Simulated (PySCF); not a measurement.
Chloroacetonitrile, C2H2ClN.
Cartesian coordinates in Å at the PBE0-D3(BJ)/def2-SVP level; atoms count from 1:
```xyz
6
C2H2ClN angstrom
N      2.1527    0.3329   -0.0035
C      1.0202    0.0988   -0.0061
C     -0.4018   -0.2064   -0.0093
Cl    -1.3978    1.2683   -0.0628
H     -0.6629   -0.7679    0.8988
H     -0.6473   -0.8218   -0.8862
```

Computed with PySCF at CAM-B3LYP/def2-SVPD, non-relativistic, on one gas-phase PBE0-D3(BJ)/def2-SVP geometry that isn't relaxed in the solvent. The solvent is an IEF-PCM continuum (van der Waals radii × 1.2), and excitations are vertical TDDFT with non-equilibrium linear response and a frozen core. The model holds no explicit solvent molecules, cavitation or dispersion.

| run | E − E(gas) (kcal/mol) | HOMO (eV) | HOMO–LUMO gap (eV) | dipole (D) | lowest singlet (eV) | static polarisability (au) |
| --- | --- | --- | --- | --- | --- | --- |
| gas | 0.00 | -10.76 | 10.77 | 3.33 | 6.70 | 42.2 |
| P | -2.77 | -10.64 | 10.75 | 3.73 | 6.69 | 46.7 |
| Q | -5.84 | -10.53 | 10.72 | 4.19 | 6.69 | 52.3 |

Q: The runs were made in cyclohexane and tetrahydrofuran. Which run belongs to which solvent?

A: P = cyclohexane, Q = tetrahydrofuran. The dielectric constants are 2.017 (cyclohexane), 7.426 (tetrahydrofuran), and the energy falls further as ε rises. The optical constants n² used for the excitations are 2.04, 1.97 in the same order. In this model the ground state sees the solvent through ε alone.

Q: How constant is the ratio of the lowering to (ε − 1)/(2ε + 1)?

A: 
| solvent | (ε − 1)/(2ε + 1) | E − E(gas) (kcal/mol) | ratio (kcal/mol) | polarisation term (kcal/mol) |
| --- | --- | --- | --- | --- |
| cyclohexane | 0.202 | -2.77 | -13.7 | -3.02 |
| tetrahydrofuran | 0.405 | -5.84 | -14.4 | -7.00 |

The ratio changes by +5.1 % in size from cyclohexane to tetrahydrofuran. The polarisation term is half the interaction of the solute with the induced surface charges.

The run took about 12 s of CPU time (one thread, shared machine). This is the whole response run at CAM-B3LYP/def2-SVPD in tetrahydrofuran, SCF included.
